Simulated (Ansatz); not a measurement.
```yaml
crystal:
  periodic: [false, false, false]
  atoms:
    - {symbol: Zr, position_ang: [0.003987, -0.247323, -0.084257]}
    - {symbol: O, position_ang: [-0.022868, 1.533440, 0.464581]}
    - {symbol: H, position_ang: [0.002150, -1.956819, 0.251247]}
basis:
  gaussian: {orbitals: def2-TZVP}
magnetization: {spin_polarized: true, initial_magnetization: 3}
hamiltonian: {xc: pbe0}
relax: {f_tol: 0.004, max_steps: 80}
```

```sh
$ ansatz run in.yaml --threads 1 --pin off --events-out ev --progress --plain --max-ram 2176MiB
```

Steps of the relaxation (energy above the last step; positions in Å, forces in eV/Å):

```
3
step 1, 202.7 meV
Zr    0.004   -0.247   -0.084    0.008    2.187   -0.600
O    -0.023    1.533    0.465   -0.001   -0.304    0.065
H     0.002   -1.957    0.251   -0.007   -1.882    0.535
```

```
3
step 2, 41.1 meV
Zr    0.007   -0.153   -0.197   -0.016    0.259    0.453
O    -0.025    1.570    0.512    0.013   -0.631   -0.310
H     0.001   -2.088    0.316    0.003    0.371   -0.143
```

```
3
step 3, 20.0 meV
Zr    0.006   -0.178   -0.165   -0.005    0.402    0.099
O    -0.024    1.549    0.498    0.005   -0.284   -0.119
H     0.001   -2.041    0.298    0.000   -0.118    0.020
```

```
3
step 9, 0.0 meV
Zr    0.002   -0.133   -0.033    0.000    0.001    0.000
O    -0.022    1.601    0.426    0.000   -0.001    0.000
H     0.004   -2.139    0.238    0.000    0.000    0.000
```

Close pairs at the end: Zr1–O2 1.794 Å, Zr1–H3 2.024 Å.

A stationary point of unrestricted PBE0 after 9 steps, with ⟨S²⟩ = 3.763 against 3.75 for a pure state; no frequencies were run, so it isn't proven a minimum. 41 s on 1 thread of Intel Xeon 6975P-C, shared host.
